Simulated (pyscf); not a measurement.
Single points on ωB97X-D3(BJ)/def2-SVP structures (PySCF, gas phase).

Problem. For the elementary gas-phase step H₃Si–NH–SiH(Cl)–Cl + hydrogen (H₂) → H₂N–SiH(Cl)–Cl + silane (SiH₄) (singlet surface; N–Si, H–H broken, H–N, H–Si formed), what barrier and reaction energy does ωB97M-D3(BJ)/def2-TZVP give, measured from the separated reactants?

Solution. ΔE‡ = 2.37 eV, ΔE = +0.30 eV. Zero-point energy shifts the barrier by +0.10 eV. It is a four-centre exchange, with an imaginary mode of 1424i cm⁻¹. This is the saddle that the search found; another between the same sides may lie lower.
